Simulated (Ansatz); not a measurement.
The same path of C2HF3O (7 atoms, charge 0, multiplicity 1) was run twice with different band settings. The coordinate that changes most is the dihedral H7–O1–C2–C4.

These are results of Ansatz 0.2.0, RKS PBE0/def2-SVP, not measurements.

Relaxed end points:

```xyz
7
Properties=species:S:1:pos:R:3
O -0.173 -0.970 -1.206
C 0.116 -0.596 0.042
F 0.487 -1.607 0.793
C 0.054 0.644 0.527
F -0.322 1.659 -0.242
F 0.340 0.998 1.756
H -0.441 -0.196 -1.716
```

```xyz
7
Properties=species:S:1:pos:R:3
O -0.477 -0.736 -1.204
C 0.028 -0.441 -0.008
F 0.583 -1.449 0.661
C -0.059 0.762 0.559
F -0.572 1.807 -0.044
F 0.329 1.019 1.784
H 0.231 -1.031 -1.793
```

Common settings: movable images 9; climbing image yes; optimiser quadratic models (default); start path IDPP; force threshold 0.05 eV/Å; end points relaxed.

| run | spring | iteration limit |
| --- | --- | --- |
| 1 | 5.0 eV/Å² | 37 |
| 2 | 20.0 eV/Å² | 44 |

**Question.** What does each run give, and how far can it be trusted?

**Answer.** Run 1: converged after 5 iterations, highest image 0.024 eV above the first end. A vibrational analysis at the climbing image gives one clearly imaginary mode, 238i cm⁻¹: a first-order saddle point.
Run 2: converged after 5 iterations, highest image 0.024 eV above the first end. Another band between the same ends (9 images) ends at a top of the same energy, where a vibrational analysis finds 1 clearly imaginary mode.
